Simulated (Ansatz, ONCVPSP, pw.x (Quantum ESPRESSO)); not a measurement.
**B (Z = 5): one change to the ONCV potential, in the atom and in the sc crystal**

ONCVPSP 4.0.1.1 (patched build) input, shortened (lines: element, Z, core and valence counts, functional; n l f; lmax; l rc ep ncon nbas qcut; lloc lpopt rc5 dvloc0; l nproj debl; icmod fcfact rcfact), PBEsol, scalar-relativistic:

```
  B 5.00    1    2  -116133      upf
    1    0    2.00
    2    0    2.00
    2    1    1.00
    2
    0    1.40    0.00    4    8    5.20
    1    3.00    0.00    3    6    5.20
    2    2.95    0.35    4    9    3.10
    4    5    1.00    0.00
    0    1    3.30
    1    2    0.90
    2    2    3.60
    3    3.25    1.30
```

Change: all radii but the core radius scaled by about 0.93 (s 1.30, p 2.80, d 2.76 bohr); local potential polynomial inside 0.94 bohr (lpopt 5, dvloc0 0 Ha).

Cutoffs, loose and tight: the cutoffs (Ha) at which the residual kinetic energy of the hardest occupied pseudo-wave falls to 1 and 0.1 mHa per electron. They do not see the model core or the augmentation charge, which bear on the density cutoff. Test errors are all-electron minus pseudo excitation energies from the reference, over the configurations 2s2 2p0; 2s1 2p0; 2s2 2p0.5; 2s1 2p1; variants that change the core or the reference have their own tests.

Crystal test: sc B in pw.x 7.5, no spin, 17³ k-points, Fermi–Dirac smearing 0.01 Ry, cutoffs set for each file from its atomic test. The reference is all-electron LAPW (Ansatz 0.2.0) with the same functional, mesh and smearing; V0 and B0 come from Birch–Murnaghan fits to the pressures at five volumes. Errors are pseudo minus all-electron; Δ is the rms difference of the E(V) curves that follow from these fits, minima aligned, over ±6 % about the mean V0. Mesh and smearing are coarse, so the numbers serve the comparison and aren't converged zero-temperature values; the lattice is a test structure that the element need not adopt.

All-electron: a0 = 1.878 Å (V0 = 6.62 Å³/atom), B0 = 241.4 GPa.

Task: Does the change bring the crystal closer to the all-electron result?

Result: The mean pressure error goes from -34.15 to -22.14 GPa, so the change moves the solid closer to the all-electron pressures. Neither pressure curve crosses zero within the volumes sampled, so no fits are given.

| quantity | base | changed |
| --- | --- | --- |
| outcome (atom) | generated | generated |
| cutoff, loose (atom) | 11 Ha | 12 Ha |
| cutoff, tight (atom) | 23 Ha | 26 Ha |
| bound ghosts (atom) | none | none |
| largest test error (meV) (atom) | +233 | +191 |
| cutoffs in pw.x (Ry) | 55/220 | 65/260 |
| mean pressure error (GPa) | -34.15 | -22.14 |

Base: The largest radius (3.00 bohr) exceeds half the bond length (1.78 bohr), so the spheres overlap, which is one possible source of error among others. This is a poor potential for the solid. The cutoffs count occupied waves only; projector 2 of the d channel, the hardest unoccupied one, needs 40 Ha at the loose tolerance. Changed file: The largest radius (2.80 bohr) exceeds half the bond length (1.78 bohr), so the spheres overlap, which is one possible source of error among others. This is a poor potential for the solid. The cutoffs count occupied waves only; projector 2 of the d channel, the hardest unoccupied one, needs 45 Ha at the loose tolerance.
